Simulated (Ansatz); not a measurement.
Worked example: correlation energy of HAlC, triplet

Geometry: a PBE0/def2-TZVP stationary point for this spin, not checked as a minimum.

| atom | x (Å) | y (Å) | z (Å) |
| --- | --- | --- | --- |
| Al | 0.0000 | 0.0000 | 0.1051 |
| C | 0.0000 | 0.0000 | -1.8111 |
| H | 0.0000 | 0.0000 | 1.7060 |

Basis 6-31G; Ansatz 0.2.0. Correlated methods freeze the noble-gas cores, which leaves 8 electrons in 18 orbitals. Prefix R: restricted or restricted open-shell reference.

Full CI is exact within this basis and frozen core; it isn't the basis-set limit.

Runs differ by some tens of microhartree through their thresholds and, for an open shell, their frozen cores, so steps under 0.03 kcal/mol mean nothing.

```json
{"level": "RHF", "total energy (hartree)": "-280.116664"}
{"level": "RMP2", "total energy (hartree)": "-280.210045"}
{"level": "RCCSD", "total energy (hartree)": "-280.234479"}
{"level": "RCCSD(T)", "total energy (hartree)": "-280.240107"}
{"level": "RCCSDT", "total energy (hartree)": "-280.241946"}
{"level": "RCCSDT(Q)", "total energy (hartree)": "-280.242501"}
{"level": "RCCSDTQ", "total energy (hartree)": "-280.242500"}
{"level": "full CI", "total energy (hartree)": "-280.242532"}
```

Problem. What is the correlation energy at full CI, and what share of it do RMP2 and RCCSD(T) recover?

Solution. E(corr) = -280.242532 − (-280.116664) = -0.125868 hartree = -3.425 eV. RMP2: -0.093381 / -0.125868 = 74.19 %. RCCSD(T): -0.123443 / -0.125868 = 98.07 %.

Problem. By how many kcal/mol does RCCSD(T) miss full CI (1 hartree = 627.509 kcal/mol), and which steps make up the rest?

Solution. -280.240107 − (-280.242532) = 0.002425 hartree = 1.52 kcal/mol. Steps: RCCSDT − RCCSD(T) = -1.15, RCCSDT(Q) − RCCSDT = -0.35, RCCSDTQ − RCCSDT(Q) = 0.00, full CI − RCCSDTQ = -0.02 kcal/mol. Differences between like states or geometries often cancel part of this.
